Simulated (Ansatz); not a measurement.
**AlPH₃+ (triplet): the correlation ladder, cc-pVDZ**

How much of the correlation energy of AlPH₃+ (triplet) does each wave-function method recover here?

The runs use Ansatz 0.2.0, Gaussian basis; cc-pVDZ, core rule «outside noble gas», up to 10 orbitals frozen.

To be run: UHF; CCSD(T) on ROHF; CCSD(T) on UHF; BCCD(T) on ROHF; CISD; CCSDT(Q) on ROHF; CCSDT(Q) on UHF.

21 further runs of the same task are left out: 7 that didn't finish, 14 set aside as unsound or not needed.

## 1. The geometry

The geometry is a PBE0/def2-TZVP stationary point (not a proven minimum) of the parent state, kept for this charge and spin.

5 atoms, charge 1, spin multiplicity 3.

Atoms are counted from 1 here; the program's logs count them from 0.

Bond lengths: Al1–P2 2.345 Å, Al1–H3 1.606 Å, P2–H4 1.424 Å, P2–H5 1.419 Å. Angles: P2–Al1–H3 115.6°, Al1–P2–H4 91.6°, Al1–P2–H5 95.5°, H4–P2–H5 94.5°.

## 2. UHF

Contents of in.yaml:

```yaml
crystal:
  periodic: [false, false, false]
  atoms:
    - {symbol: Al, position_ang: [0.042298, -0.119616, 1.254150]}
    - {symbol: P, position_ang: [-0.090450, 0.068392, -1.079457]}
    - {symbol: H, position_ang: [-0.052697, 1.261982, 2.066825]}
    - {symbol: H, position_ang: [1.035122, 0.939745, -1.114035]}
    - {symbol: H, position_ang: [0.664801, -1.101382, -1.353659]}
basis:
  gaussian: {orbitals: cc-pVDZ}
total_charge: 1
magnetization: {spin_polarized: true, initial_magnetization: 2}
hamiltonian: {xc: hf}
output: {orbitals: {seedname: orbitals}}
```

Launch:

```console
ansatz run in.yaml --threads 1 --pin off --events-out ev --progress --plain --max-ram 2393MiB
```

The runs that follow: CCSD(T) on ROHF; CCSD(T) on UHF; BCCD(T) on ROHF; CISD; CCSDT(Q) on ROHF; CCSDT(Q) on UHF.

**Question.** What will the summary of the whole plan be? Wanted: UCCSDT(Q) below the RHF energy; RMP2 from UCCSDT(Q); UMP2 from UCCSDT(Q); RCCSD from UCCSDT(Q); RCCSD(T) from UCCSDT(Q); UCCSD(T) from UCCSDT(Q); RCCSDT(Q) from UCCSDT(Q); T1 diagnostic.

As calculated:

| quantity | value |
| --- | --- |
| UCCSDT(Q) below the RHF energy | -5.2589 eV |
| RMP2 from UCCSDT(Q) | +1237.0 meV |
| UMP2 from UCCSDT(Q) | +1211.9 meV |
| RCCSD from UCCSDT(Q) | +185.0 meV |
| RCCSD(T) from UCCSDT(Q) | +44.4 meV |
| UCCSD(T) from UCCSDT(Q) | +42.7 meV |
| RCCSDT(Q) from UCCSDT(Q) | +1.1 meV |
| levels within 1 kcal/mol (43 meV) | UCCSD(T), BCCD(T), RCCSDT, UCCSDT, RCCSDT(Q) |
| T1 diagnostic | 0.044 |

In words: RCCSD(T) lands +44.4 meV from the yardstick (0.8 % of the correlation energy). These misses are within one basis, not against nature; the frozen cores of restricted and unrestricted runs differ, which can shift their rows.
